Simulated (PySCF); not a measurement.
**Scan of GaH⁻, quartet**

Starting geometry (PBE0/def2-TZVPD stationary point for this spin):

```json
{"atom": "Ga", "x (Å)": "0.0000", "y (Å)": "0.0000", "z (Å)": "0.0000"}
{"atom": "H", "x (Å)": "0.0000", "y (Å)": "0.0000", "z (Å)": "1.6026"}
```

From there H2 moves along the line of the two atoms named below, all else staying in place; atoms are numbered as listed. Energies are in eV, counted from the starting geometry at the same level.

Basis aug-cc-pVDZ; PySCF 2.14.0. Correlated methods freeze the noble-gas cores and the filled d shells of p-block atoms. Prefix R: restricted or restricted open-shell reference; prefix U: unrestricted. No spin–orbit coupling is included, and no scalar relativity.

Full CI is exact within this basis and frozen core; it isn't the basis-set limit. The frozen core follows each run's orbitals, which can shift R against U totals by a few meV for light atoms and by up to 0.1 eV past Ca.

| distance Ga1-H2 (Å) | full CI | unpaired electrons (full CI) | error RHF | error UMP2 | error UCCSD | error RCCSD(T) | error UCCSD(T) | error RCCSDT |
| --- | --- | --- | --- | --- | --- | --- | --- | --- |
| 1.305 | 0.912 | 3.01 | -0.118 | -0.060 | -0.016 | -0.005 | -0.007 | -0.001 |
| 1.454 | 0.200 | 3.02 | -0.065 | -0.034 | -0.009 | -0.003 | -0.004 | 0.000 |
| 1.603 | 0.000 | 3.02 | 0.000 | 0.000 | 0.000 | 0.000 | 0.000 | 0.000 |
| 1.731 | 0.042 | 3.03 | 0.069 | 0.037 | 0.009 | 0.003 | 0.004 | 0.001 |
| 1.959 | 0.316 | 3.04 | 0.230 | 0.119 | 0.024 | 0.009 | 0.012 | 0.002 |
| 2.263 | 0.704 | 3.06 | 0.273 | 0.159 | 0.035 | 0.013 | 0.020 | 0.003 |
| 2.568 | 0.934 | 3.06 | 0.057 | 0.086 | 0.030 | 0.010 | 0.021 | 0.002 |
| 2.913 | 1.046 | 3.05 | -0.058 | 0.033 | 0.018 | 0.005 | 0.018 | 0.001 |
| 3.510 | 1.112 | 3.05 | -0.123 | 0.007 | 0.009 | 0.000 | 0.014 | 0.001 |
| 4.250 | 1.140 | 3.05 | -0.145 | 0.000 | 0.006 | -0.001 | 0.013 | 0.001 |
| 5.414 | 1.154 | 3.05 | -0.154 | -0.002 | 0.005 | -0.001 | 0.012 | 0.001 |

Unpaired electrons are Σ n²(2−n)² over natural occupations. Errors are those of relative energies. In total energy the starting point itself misses full CI by: RHF 1.782, UMP2 0.488, UCCSD 0.053, RCCSD(T) 0.021, UCCSD(T) 0.003, RCCSDT 0.002 eV.

Spread of the error over the points with a reference, to 5.414 Å (largest less smallest): RCCSDT 0.003, RCCSD(T) 0.018, UCCSD(T) 0.028, UCCSD 0.051, UMP2 0.219, RHF 0.427 eV.

Going outwards, the relative energy of UMP2 first misses by more than 0.043 eV (1 kcal/mol) at 1.959 Å.
